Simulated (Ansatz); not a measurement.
hcp Hf

These are revPBE (PAW; Ansatz, a first-principles code) values and carry that method's errors.

Settings: plane-wave cutoff 520 eV, 18×18×12 k mesh (along the axes of the cell as run), Fermi–Dirac smearing 0.05 eV, scalar-relativistic PAW data made under PBE.

Cell (relaxed at this level):

Hf is taken in the hexagonal space group P6₃/mmc (No. 194), the hcp (Mg type) structure, Pearson symbol hP2. Conventional cell: a = 3.2257 Å, b = 3.2257 Å, c = 5.0989 Å, α = 90.00°, β = 90.00°, γ = 120.00°. Hf on 2c has 12 Hf at 3.157–3.226 Å (anticuboctahedral). (Neighbours: up to the widest gap in distance over summed covalent radii, below 1.35, at either atom.)

```
Item                                               Result
------------------------------------------  -------------
bulk modulus B0                                   103 GPa
band gap                                    zero (no gap)
pressure derivative B′ of the bulk modulus            3.4
```

Measured, for comparison: bulk modulus 110 GPa (zero-point energy and finite temperature contributions removed; as tabulated in doi:10.1021/acs.jctc.3c00612). Computed (rounded) less measured: bulk modulus -6 %.

Note: the bulk modulus comes from volumes at which shape and atoms were relaxed.

Spin–orbit coupling is not included.

Computing time: roughly 3 core-minutes.
